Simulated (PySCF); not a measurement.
Species: C₅H₁₀N (doublet state).
Cartesian coordinates in Å at the GFN2-xTB level; atoms count from 1:
```xyz
16
C5H10N angstrom
C      1.8699   -0.8033    0.9535
N      1.1148   -0.7478   -0.2036
C     -0.0161    0.1689   -0.3291
C      0.3919    1.6040    0.0012
C     -1.1483   -0.2880    0.5467
C     -2.3274   -0.6880    0.1024
H      2.1610    0.1236    1.4048
H      2.5033   -1.6600    1.0733
H      0.8935   -1.6654   -0.5696
H     -0.3267    0.1242   -1.3808
H     -0.4073    2.2814   -0.2888
H      0.5697    1.7210    1.0664
H      1.2957    1.8698   -0.5413
H     -0.9092   -0.3227    1.6015
H     -2.5771   -0.6607   -0.9459
H     -3.0952   -1.0481    0.7654
```

The hyperfine couplings belong to this conformer and change with its torsions.

The species is `[CH2]N[C@H](C)C=C` [radical].

Level of theory: UKS B3LYP, pcH-1 on C H N, non-relativistic, mean-field spin-orbit, GIAO (PySCF 2.14.0). One conformer (not necessarily the lowest) at the GFN2-xTB geometry, without solvent, vibrations or thermal averaging. Couplings are sensitive to structure, and on GFN2-xTB geometries they can be far from those on DFT ones. No stability test was run, so a lower SCF solution isn't excluded.

(1) Give the principal g shifts and their parts.

(2) What effective moment and Curie constant follow for a powder?

(3) At 94.411 GHz, how far is the centre of the isotropic spectrum from where a free electron (g = 2.002319) resonates?

(4) In a frozen sample, at which fields do the three g values resonate at 9.5, 34, 94 and 263 GHz (hyperfine left aside), and which band first spreads them over more than twice a line width of 0.5 mT?

Answers

(1) 
```tsv
Δg (ppm)	1	2	3
relativistic mass correction	-172	-172	-172
gauge correction	7	42	33
orbital Zeeman/spin–orbit	-37	591	1353
total	-202	461	1213
```

So g = 2.00212, 2.00278, 2.00353 and g_iso = 2.00281; the tensor is rhombic: the two nearest values differ by 47 % of g3 − g1. Axes: g2 points within 8° of the C1–N2 bond.

(2) With the mean of g² = 4.0112 and S(S+1) = 0.75: μ_eff = √(⟨g²⟩S(S+1)) = 1.734 μB and χT = 0.12505·⟨g²⟩·S(S+1) = 0.376 cm³ K/mol (cgs; spin-Hamiltonian part alone).

(3) B = hν/(g μB) with μB/h = 13.99624 MHz/mT gives 3368.82 mT for the free electron and 3367.99 mT at g_iso, 0.83 mT lower.

(4) 
| band | GHz | B(g3) mT | B(g2) mT | B(g1) mT | spread mT |
| --- | --- | --- | --- | --- | --- |
| X | 9.5 | 338.78 | 338.91 | 339.02 | 0.24 |
| Q | 34.0 | 1212.47 | 1212.93 | 1213.33 | 0.86 |
| W | 94.0 | 3352.12 | 3353.38 | 3354.49 | 2.37 |
| J | 263.0 | 9378.81 | 9382.33 | 9385.44 | 6.63 |

The spread grows in proportion to the frequency. W band is the first where it exceeds 1.0 mT.

The Mulliken spin populations are largest on C1 (+0.85) and N2 (+0.18). The angles at C1 add up to 353.3°, so it is slightly pyramidal.

The HOMO–LUMO gaps are 4.02 eV among the α and 6.68 eV among the β orbitals.

Hardware: an Arm Neoverse V2 with one thread, shared host with 96 logical CPUs at a one-minute load of 25. Cost: 39 s of wall time (grids of density and orbitals included), 0.93 GiB resident at most.
